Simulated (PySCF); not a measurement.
Species: 1,3-propanediol, C₃H₈O₂.
Numbering: `[OH:1][CH2:2][CH2:3][CH2:4][OH:5]` (hydrogens: H6 on O1; H7, H8 on C2; H9, H10 on C3; H11, H12 on C4; H13 on O5)

Computed geometry: GFN2-xTB, gas phase.

(1) Give the optimised bond lengths and angles.

Answers

(1) 
| bond | length (pm) | order |
| --- | --- | --- |
| O1–C2 | 140.3 | single |
| C2–C3, C3–C4 | 153.2 | single |
| C4–O5 | 141.3 | single |
| O1–H6, O5–H13 | 96.7 | single |
| C2–H7 and 3 like bonds | 109.6 | single |
| C3–H9, C3–H10 | 109.2 | single |

Bonds in one row agree within 1 pm and their mean is given. Orders are formal, as drawn. A selection of angles:
| angle | degrees |
| --- | --- |
| C2–O1–H6 | 107.2 |
| O1–C2–C3 | 112.8 |
| O1–C2–H7 | 110.5 |
| O1–C2–H8 | 106.0 |
| C3–C2–H7 | 109.1 |
| H7–C2–H8 | 108.3 |
| C2–C3–C4 | 111.9 |
| C2–C3–H9 | 108.9 |
| H9–C3–H10 | 108.4 |
| O5–C4–H12 | 110.3 |
| C4–O5–H13 | 108.7 |

Torsions: O1–C2–C3–C4 66° (synclinal); C2–C3–C4–O5 -62° (synclinal); H6–O1–C2–C3 -53° (synclinal); H13–O5–C4–C3 -62° (synclinal). The mirror-image conformer, all signs reversed, is as good.

O1 (alcohol oxygen) is bent (angle 107.2°). H6 on O1 lies 2.04 Å from O5, 5 bonds away (angle at H 135°; Bondi radii sum to 2.72 Å). Of the pairs four or more bonds apart, those above aside, C4···H6 is among the closest relative to their van der Waals radii: 2.61 Å, 90 % of the sum of Bondi's values.

Whether it is a minimum is left open (no frequencies). The numbers are those of one conformer (H–O1–C2–C3 -53°, O1–C2–C3–C4 66°, C2–C3–C4–O5 -62°, C3–C4–O5–H -62°).
